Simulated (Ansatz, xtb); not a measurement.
## Isomers of CHFOS in order of energy

5 gas-phase structures of CHFOS, found in a search over its isomers (lower ones may exist). Each was relaxed with GFN2-xTB; where two conformers were screened, the lower at r2SCAN-D4/def2-SVP is listed:

A. `O=C(F)S`, a singlet
B. `O=S=CF`, a singlet
C. `O=CSF`, a singlet
D. `F[C@@H]1OS1`, a singlet
E. `OC(F)=S`, a singlet

Q: Which do you expect lowest at r2SCAN-D4/def2-SVP, and how would the others follow?

A: Calculated order at r2SCAN-D4/def2-SVP: A (0.0), E (10.9), C (36.3), D (53.4), B (61.3) kcal/mol.

Energies above the lowest of each column, in kcal/mol; the last columns are at B3LYP/6-31G* geometries and were run for some of them only (a dash: not run or not comparable):

| structure | GFN2-xTB | HF/STO-3G | r2SCAN-D4/def2-SVP | B3LYP/6-31G* | CCSD(T)/def2-TZVPP |
| --- | --- | --- | --- | --- | --- |
| A | 0.0 | 0.0 | 0.0 | 0.0 | 0.0 |
| E | 7.2 | 13.0 | 10.9 | 11.0 | 10.9 |
| C | 17.2 | 28.5 | 36.3 | 29.0 | 30.1 |
| D | 24.6 | 29.5 | 53.4 | – | – |
| B | 36.5 | 125.0 | 61.3 | – | – |

Every level run on A puts it lowest or level with the lowest. Some further structures that were screened fall inside this span and aren't listed. Flexible structures stand in one conformer each, not always the lowest. Frequencies (B3LYP/6-31G*) were run for A, C, E alone.

Over these structures GFN2-xTB departs from r2SCAN-D4/def2-SVP by 10.7 kcal/mol on average once a common shift is removed. A GFN2-xTB relaxation took about 0.038 s and the r2SCAN-D4/def2-SVP energy about 1.7 s on a shared host (Ansatz 0.2.0, xtb 6.7.1 (Pople sets with spherical d functions)).
